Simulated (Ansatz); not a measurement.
Basis-set extrapolation for C4H8O (`C=C(C)CO`) (PBE0-D4/def2-TZVP geometry, frozen core, the Gaussian-basis code of Ansatz). Multiplicity 1, RHF reference.

```json
{"": "HF", "def2-TZVPP": "-231.058386", "def2-QZVPP": "-231.069161"}
{"": "MP2 correlation", "def2-TZVPP": "-0.915392", "def2-QZVPP": "-0.977591"}
{"": "CCSD(T) correlation", "def2-TZVPP": "-0.995486", "def2-QZVPP": "not run"}
```

Energies in hartree. Use E(X) = E(∞) + A·exp(−7.88·√X) for Hartree–Fock and E(X) = E(∞) + B·X^(−2.97) for correlation, with X = 3 and 4, and add CCSD(T) minus MP2 of the smaller set to the MP2 limit.

What is the CCSD(T) energy at the basis-set limit?

HF limit: -231.069161 + (-0.010775) × 0.13774 = -231.07065. MP2 limit: -0.977591 + (-0.062199) × 0.74074 = -1.02366. Higher-order term: -0.995486 − (-0.915392) = -0.08009. Total: -232.17440 hartree, 316.4 kJ/mol below CCSD(T)/def2-TZVPP.
